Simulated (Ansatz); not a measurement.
**A ladder of methods for BH3Cl− (SMILES [BH3-]Cl)**

The species is BH3Cl− (5 atoms), meant as a singlet with charge -1. As SMILES, `[BH3-]Cl`. The shape is that of a GFN2-xTB optimisation.

```xyz
5

B     0.0824   -0.0479    0.1359
Cl   -0.8459    0.4965   -1.3970
H     1.2231   -0.2546   -0.2031
H    -0.4601   -1.0514    0.5327
H     0.0005    0.8574    0.9314
```

Quantity: the energy change with the B1–H5 bond stretched from 1.208 to 1.812 Å, in eV. The values are calculated.

| level | kind | program | value (eV) | less FCI/STO-3G | CPU time (all runs) |
| --- | --- | --- | --- | --- | --- |
| HF/STO-3G (restricted) | Hartree–Fock | Ansatz | 3.07 | +0.71 | 0.15 s |
| r2SCAN/STO-3G (restricted) | meta-GGA | Ansatz | 2.44 | +0.08 | 4.1 s |
| PBE0/STO-3G (restricted) | global hybrid | Ansatz | 2.55 | +0.19 | 1.7 s |
| CAM-B3LYP/STO-3G (restricted) | range-separated hybrid | Ansatz | 2.58 | +0.22 | 2 s |
| wB97M-V/STO-3G (restricted) | range-separated hybrid | Ansatz | 2.55 | +0.19 | 26 s |
| RPA@PBE/STO-3G (restricted) | RPA | Ansatz | 2.26 | -0.10 | 2.5 s |
| MP2/STO-3G (restricted) | perturbation theory | Ansatz | 2.64 | +0.28 | 0.16 s |
| BCCD(T)/STO-3G (restricted) | coupled cluster or CI | Ansatz | 2.37 | +0.01 | 0.27 s |
| CCSD/STO-3G (restricted) | coupled cluster or CI | Ansatz | 2.38 | +0.02 | 0.23 s |
| FCI/STO-3G | exact in the basis | Ansatz | 2.36 | 0.00 | 0.88 s |

FCI/STO-3G is exact within its basis and frozen core, so for wave-function methods in that basis the difference is their error; functionals converge differently with the basis, so for them it is only a difference. Spin-restricted single references rise too steeply as a bond breaks, Hartree–Fock most of all. Sets without diffuse functions describe the anion poorly. The first shape isn't each level's own minimum. The values span 2.26 to 3.07 eV. All rows use very small basis sets, so even the best lies far from the true value. CPU times are rough (shared hosts, several kinds of processor): they show what a rung costs within a factor of a few.
